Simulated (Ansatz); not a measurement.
The same path of C₂H₃NS (7 atoms, charge 0, multiplicity 1) was run twice with different band settings. The coordinate that changes most is the angle H5–N1–C2.

The calculation used Ansatz 0.2.0, RKS PBE0/def2-SVP.

Relaxed end points:

```xyz
7
Properties=species:S:1:pos:R:3
N -1.391 0.468 -0.894
C -0.524 -0.154 -0.238
C 0.765 -0.185 0.446
S -0.239 -1.740 0.423
H -1.093 1.436 -1.051
H 1.683 -0.200 -0.154
H 0.859 0.307 1.422
```

```xyz
7
Properties=species:S:1:pos:R:3
N -0.896 1.084 -0.833
C -0.348 0.129 -0.238
C 0.837 -0.252 0.505
S -0.454 -1.559 0.251
H -1.805 0.824 -1.224
H 1.776 -0.401 -0.041
H 0.951 0.107 1.535
```

Common settings: movable images 5; climbing image yes; spring 5.0 eV/Å²; start path IDPP; force threshold 0.03 eV/Å; iteration limit 60; end points relaxed.

| run | optimiser | largest step |
| --- | --- | --- |
| 1 | quadratic models (default) | default |
| 2 | lbfgs | 0.5 Å |

**Question.** What does each run give, and how far can it be trusted?

**Answer.** Run 1: converged after 6 iterations, highest image 0.819 eV above the first end. A vibrational analysis at the climbing image gives one clearly imaginary mode, 949i cm⁻¹: a first-order saddle point.
Run 2: converged after 22 iterations, highest image 0.819 eV above the first end. Another band between the same ends (5 images) ends at a top of the same energy, where a vibrational analysis finds 1 clearly imaginary mode.
